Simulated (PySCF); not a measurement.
## O: ionisation energy

O [He] 2s2 2p4 (3P) → O+ [He] 2s2 2p3 (4S), as a difference of total energies. Computed with PySCF 2.14 in x2c-QZVPPall with one added diffuse shell each of s, p, d, f type (8s5p4d3f1g, 73 functions), with scalar relativity by spin-free X2C-1e. Correlated levels: valence: 1s2 frozen. The calculations carry no spin-orbit coupling.

```tsv
method	ionisation energy (eV)	plus first-order spin-orbit estimate	error of that sum (eV)
UHF	12.015	12.025	-1.593
MP2 (valence)	13.407	13.417	-0.201
SCS-MP2 (valence)	13.532	13.542	-0.076
CCSD (valence)	13.438	13.448	-0.170
CCSD(T) (valence)	13.489	13.499	-0.119
```

Reference: 13.618 eV (measured; NIST Atomic Spectra Database, ionization energies).

A first-order spin-orbit estimate (lowest level to lowest level, LS coupling) adds 0.010 eV.

Errors of the correlated levels include the incompleteness of this basis and the frozen core.
